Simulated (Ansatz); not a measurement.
Geometry optimisation of `C=C(C=O)CC`.

```yaml
crystal:
  periodic: [false, false, false]
  atoms:
    - {symbol: C, position_ang: [0.030105, 0.505195, 1.850043]}
    - {symbol: C, position_ang: [0.248690, -0.143863, 0.682448]}
    - {symbol: C, position_ang: [1.647464, -0.551601, 0.376442]}
    - {symbol: O, position_ang: [1.988611, -1.139995, -0.636586]}
    - {symbol: C, position_ang: [-0.810178, -0.469455, -0.339760]}
    - {symbol: C, position_ang: [-0.742198, 0.437913, -1.579202]}
    - {symbol: H, position_ang: [-0.974007, 0.837703, 2.158195]}
    - {symbol: H, position_ang: [0.867166, 0.719039, 2.537047]}
    - {symbol: H, position_ang: [2.398267, -0.275906, 1.179752]}
    - {symbol: H, position_ang: [-0.665397, -1.523485, -0.661145]}
    - {symbol: H, position_ang: [-1.812341, -0.401012, 0.132208]}
    - {symbol: H, position_ang: [-0.892337, 1.502717, -1.306211]}
    - {symbol: H, position_ang: [0.241252, 0.343523, -2.080373]}
    - {symbol: H, position_ang: [-1.525097, 0.159226, -2.312858]}
basis:
  gaussian: {orbitals: def2-TZVP}
hamiltonian: {xc: pbe0, dispersion: d4}
relax: {f_tol: 0.005, max_steps: 150}
```

```sh
$ ansatz run in.yaml --threads 4 --pin off --events-out ev --progress --plain --max-ram 10444MiB
```

Output, abridged:

```
Functional definition: PBE0
mean field -7355.82360317 eV, -270.3215314602 hartree, gradient 2.4e-5 eV, S^2 0.000000; 0 other end points of the search recorded, 0 dependent functions left out
relax step   1: F+E_penalty+E_count = -7356.06162588 eV  Δ(F+E_penalty+E_count) = +0.000e0 eV  max|allowed force component| = 1.181e0 eV/Å  Δτ_max = 0.0000 Å  (32 SCF iters, accepted)
mean field -7355.89341551 eV, -270.3240970163 hartree, gradient 1.6e-5 eV, S^2 0.000000; 0 other end points of the search recorded, 0 dependent functions left out
relax step   2: F+E_penalty+E_count = -7356.13291851 eV  Δ(F+E_penalty+E_count) = -7.129e-2 eV  max|allowed force component| = 1.878e-1 eV/Å  Δτ_max = 0.0330 Å  (35 SCF iters, accepted)
mean field -7355.89699303 eV, -270.3242284879 hartree, gradient 1.6e-5 eV, S^2 0.000000; 0 other end points of the search recorded, 0 dependent functions left out
relax step   3: F+E_penalty+E_count = -7356.13696117 eV  Δ(F+E_penalty+E_count) = -4.043e-3 eV  max|allowed force component| = 1.030e-1 eV/Å  Δτ_max = 0.0196 Å  (35 SCF iters, accepted)
mean field -7355.89707256 eV, -270.3242314106 hartree, gradient 1.5e-5 eV, S^2 0.000000; 0 other end points of the search recorded, 0 dependent functions left out
relax step   4: F+E_penalty+E_count = -7356.13708708 eV  Δ(F+E_penalty+E_count) = -1.259e-4 eV  max|allowed force component| = 8.843e-2 eV/Å  Δτ_max = 0.0068 Å  (36 SCF iters, accepted)
mean field -7355.89709907 eV, -270.3242323848 hartree, gradient 1.6e-5 eV, S^2 0.000000; 0 other end points of the search recorded, 0 dependent functions left out
relax step   5: F+E_penalty+E_count = -7356.13704268 eV  Δ(F+E_penalty+E_count) = +4.440e-5 eV  max|allowed force component| = 1.224e-1 eV/Å  Δτ_max = 0.0172 Å  (34 SCF iters, rejected (line search))
mean field -7355.89781488 eV, -270.3242586903 hartree, gradient 1.5e-5 eV, S^2 0.000000; 0 other end points of the search recorded, 0 dependent functions left out
relax step   6: F+E_penalty+E_count = -7356.13780152 eV  Δ(F+E_penalty+E_count) = -7.144e-4 eV  max|allowed force component| = 1.092e-2 eV/Å  Δτ_max = 0.0083 Å  (35 SCF iters, accepted)
mean field -7355.89787342 eV, -270.3242608415 hartree, gradient 1.5e-5 eV, S^2 0.000000; 0 other end points of the search recorded, 0 dependent functions left out
relax step   7: F+E_penalty+E_count = -7356.13782952 eV  Δ(F+E_penalty+E_count) = -2.800e-5 eV  max|allowed force component| = 1.533e-2 eV/Å  Δτ_max = 0.0054 Å  (35 SCF iters, accepted)
mean field -7355.89792553 eV, -270.3242627567 hartree, gradient 1.5e-5 eV, S^2 0.000000; 0 other end points of the search recorded, 0 dependent functions left out
relax step   8: F+E_penalty+E_count = -7356.13786109 eV  Δ(F+E_penalty+E_count) = -3.157e-5 eV  max|allowed force component| = 8.695e-3 eV/Å  Δτ_max = 0.0065 Å  (35 SCF iters, accepted)
mean field -7355.89793407 eV, -270.3242630705 hartree, gradient 1.5e-5 eV, S^2 0.000000; 0 other end points of the search recorded, 0 dependent functions left out
relax step   9: F+E_penalty+E_count = -7356.13786594 eV  Δ(F+E_penalty+E_count) = -4.848e-6 eV  max|allowed force component| = 3.314e-3 eV/Å  Δτ_max = 0.0020 Å  (35 SCF iters, accepted)
mean field -7355.89793407 eV, -270.3242630705 hartree, gradient 1.5e-5 eV, S^2 0.000000; 1 other end points of the search recorded, 0 dependent functions left out
Total energy: -7356.13789809 eV, -270.3330815853 hartree
Atom 0 at     0.032322     0.495197     1.821924 Å, force    -0.000804    -0.000402     0.000549 eV/Å
Atom 1 at     0.247853    -0.141318     0.670482 Å, force     0.002334    -0.001137    -0.000021 eV/Å
Atom 2 at     1.637519    -0.547391     0.381395 Å, force    -0.003314     0.002198    -0.000331 eV/Å
Atom 3 at     1.978430    -1.164048    -0.595497 Å, force     0.001260    -0.001064     0.000202 eV/Å
Atom 4 at    -0.805057    -0.468077    -0.339155 Å, force     0.000108     0.001307    -0.000734 eV/Å
Atom 5 at    -0.737773     0.439742    -1.563952 Å, force    -0.000477    -0.001619     0.000547 eV/Å
Atom 6 at    -0.957287     0.816178     2.127702 Å, force    -0.000261    -0.000065    -0.000019 eV/Å
Atom 7 at     0.853592     0.710812     2.498589 Å, force     0.000558     0.000606    -0.000126 eV/Å
Atom 8 at     2.376526    -0.246501     1.155008 Å, force     0.000802    -0.000420     0.000089 eV/Å
Atom 9 at    -0.668427    -1.505612    -0.658067 Å, force    -0.000168    -0.000457     0.000270 eV/Å
Atom 10 at    -1.789349    -0.394102     0.130195 Å, force    -0.000431    -0.000440    -0.000230 eV/Å
Atom 11 at    -0.890813     1.484766    -1.284451 Å, force     0.000570     0.000582     0.000117 eV/Å
Atom 12 at     0.231397     0.354643    -2.057362 Å, force     0.000409     0.000311    -0.000231 eV/Å
Atom 13 at    -1.508933     0.165711    -2.286811 Å, force    -0.000587     0.000600    -0.000083 eV/Å
Dipole moment:    -0.346900     0.294947     0.385436 e Å
```

Run time 34 s (4 threads of an Arm Neoverse V2 on a shared host); peak host memory 0.67 GiB.
